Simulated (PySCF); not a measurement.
Here is a computed PBE0-D3(BJ)/def2-SVP geometry (Å):
```
atom  x, y, z in Å
C1    -1.0339    0.2766    0.0425
C2     0.1272   -0.4960   -0.1017
C3     1.3858    0.0790    0.0125
N4     2.4542    0.5694    0.1029
H5    -0.9802    1.3534    0.2467
H6    -2.0188   -0.1974   -0.0498
H7     0.0723   -1.5752   -0.3073
```

Charge +1 and doublet state.

(1) Read off the bonds between heavy atoms and their formal orders.

(2) Write the SMILES.

(3) Name the point group.

(4) Describe the place of each heavy atom.

(5) What is the arrangement about C3?

(6) What is the arrangement about C1?

Answers

(1) C1–C2 1.40 Å (single); C2–C3 1.39 Å (single); C3–N4 1.18 Å (triple). Bonds to hydrogen (Å): C1–H5 1.10; C1–H6 1.10; C2–H7 1.10. The orders are those of one drawing; other resonance forms can be drawn.

(2) `[CH2+][CH]C#N`, [C3H3N]+.

(3) Cs (tolerance 0.08 Å).

(4) C1: carbon bonded to C and 2 H; C2: carbon bonded to 2 C and H; C3: carbon bonded to C and N; N4: nitrogen bonded to C.

(5) It has 2 neighbours (C2, N4) and is linear (angle 179.7°).

(6) It has 3 neighbours (C2, H5, H6) and is planar (angles 121.3°, 119.8° and 118.9°, sum 360.0°, 0.00 Å off the plane of its three neighbours).
